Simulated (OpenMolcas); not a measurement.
**A ladder of methods for BF2 (SMILES F[B]F)**

BF2 has 3 atoms, charge 0, and is taken as a doublet. SMILES: `F[B]F`. Geometry: relaxed at PBE0-D4/def2-TZVP.

```xyz
3

F     0.5131   -1.0443    0.1600
B     0.2790    0.2405    0.1813
F    -0.8029    0.7389   -0.3546
```

Quantity: the vertical energy of the quartet above the doublet, in eV. The values are calculated.

```tsv
level	kind	program	value (eV)	less FCI/STO-3G	CPU time (all runs)
ROHF/STO-3G	Hartree–Fock	OpenMolcas	8.29	-0.56	6.2 s
UHF/STO-3G	Hartree–Fock	OpenMolcas	8.31	-0.54	6.3 s
UPBE/STO-3G	GGA	OpenMolcas	8.48	-0.37	11 s
U-r2SCAN/STO-3G	meta-GGA	OpenMolcas	8.44	-0.41	15 s
UB3LYP/STO-3G	global hybrid	OpenMolcas	8.64	-0.21	12 s
UM06-2X/STO-3G	hybrid meta-GGA	OpenMolcas	9.08	+0.23	14 s
UPBE0/STO-3G	global hybrid	OpenMolcas	8.58	-0.27	10 s
FCI/STO-3G	exact in the basis	OpenMolcas	8.85	0.00	56 s
```

FCI/STO-3G is exact within its basis and frozen core, so for wave-function methods in that basis the difference is their error; functionals converge differently with the basis, so for them it is only a difference. The values span 8.29 to 9.08 eV. All rows use very small basis sets, so even the best lies far from the true value. Times are those of the runs behind each value, whatever else they computed, on shared processors of several kinds: orders of magnitude only.
